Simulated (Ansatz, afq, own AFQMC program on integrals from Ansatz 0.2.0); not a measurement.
Two steps: Ansatz 0.2.0 writes the Fock matrix and Cholesky factors of the valence space, and afq projects on them the lowest state that overlaps trial and start.

```yaml
crystal:
  periodic: [false, false, false]
  atoms:
    - {symbol: B, position_ang: [0.000000, 0.000000, 1.462267]}
    - {symbol: C, position_ang: [0.000000, 0.000000, -0.195733]}
    - {symbol: H, position_ang: [0.000000, 0.000000, -1.266535]}
basis:
  gaussian: {orbitals: 6-31G}
magnetization: {spin_polarized: false, initial_magnetization: 2}
correlation: {method: ccsd_t, electrons: outside_noble_gas, hamiltonian_folder: ham}
```

```sh
$ ansatz run in.yaml --threads 1 --pin off --events-out ev --progress --plain --max-ram 24576MiB --backend cuda --devices 0, --max-vram 18GiB
```

Options of the walk:

```
--method phaseless --trial cisd --walkers 4000 --populations 20 --least-time 60 --time-step 0.005 --steps-per-block 50 --equilibration-blocks 28 --max-blocks 4000 --target-error 0.00017 --factor-cut 1e-05 --start spin_pure --seed 6542 --release-times 0.24,0.51,0.99,1.62,2.4 --release-step 0.03 --release-every 3 --taylor-order 6
```

Times are imaginary, in 1/Eh. The walk had a cap of 122 s. With eight or more populations the least sampling time is a fifth of least-time, and the error comes from their spread.

afq prints:

```
orbitals 18  electrons 5 3  factors 108 of 285
reference energy -62.90483020 Eh
CCSD correlation -0.12407391 Eh in 10 cycles, weight of the determinant in the CISD state 0.8909
energy of the start -63.028899 Eh
 block  time / (1/Eh)  mean weight  energy / Eh
     1     0.250  1.0000  -63.027888
     2     0.500  0.9999  -63.028281
     3     0.750  0.9999  -63.028893
     4     1.000  0.9998  -63.029724
     5     1.250  1.0000  -63.030293
    12     3.000  0.9999  -63.031749
    19     4.750  1.0000  -63.032185
    26     6.500  1.0000  -63.032211
    33     8.250  1.0000  -63.032421
    40    10.000  1.0000  -63.032132
    46    11.500  0.9999  -63.031776
    47    11.750  1.0001  -63.032197
    54    13.500  1.0002  -63.032369
    61    15.250  1.0002  -63.032910
    68    17.000  0.9999  -63.032353
    75    18.750  0.9998  -63.032569
    78    19.500  0.9999  -63.032128
error from the spread of 20 populations
released: time / (1/Eh)  energy / Eh  error  mean overlap
  0.24  -63.032565  0.000072  0.9998
  0.51  -63.032527  0.000055  1.0016
  0.99  -63.032666  0.000072  1.0019
  1.62  -63.032757  0.000029  1.0035
  2.40  -63.032857  0.000060  1.0026
energy -63.032388 +/- 0.000083 Eh
(rows thinned)
```

The run passed its tests (sampling time, drift between the halves within three errors, error under three times the target), which doesn't prove that it has relaxed.

Against this walk (error 2.3 meV) on the same determinant: CCSD(T) 14.2 meV higher, CCSDT(Q) 16.7 meV lower, CCSDTQ 18.0 meV lower, full CI 18.2 meV lower. The error is statistical and leaves out the bias of the constraint. The released energies are still falling (meV from the phaseless value at times in 1/Eh: -4.8 ± 2.0 at 0.24, -3.8 ± 1.5 at 0.51, -7.5 ± 2.0 at 0.99, -10.0 ± 0.8 at 1.62, -12.8 ± 1.6 at 2.40), so they give no level; they do show a bias of the constraint, and the last of them that isn't too noisy lies 5 meV above full CI. Full CI is exact here, so the walk's 18 meV above it is the walk's own error: the bias of the constraint with this trial.

Cautions: constraint bias not in the error; lower spins were not checked.

The walk took 20 s on 1 × NVIDIA H100 80GB HBM3 with 2 threads of AMD EPYC 7R13 Processor (Zen 3), on a shared host (the card was shared). The log's last line is the phaseless energy.

CCSDT and higher add their correlation energy to the determinant of the CCSD(T) run, since their own runs factorise the integrals more tightly (a shift of under 2 meV). A walk keeps the symmetry of its determinant, which the program's search chose and which needn't be the lowest solution, so a lower state of the same spin and another symmetry isn't excluded.
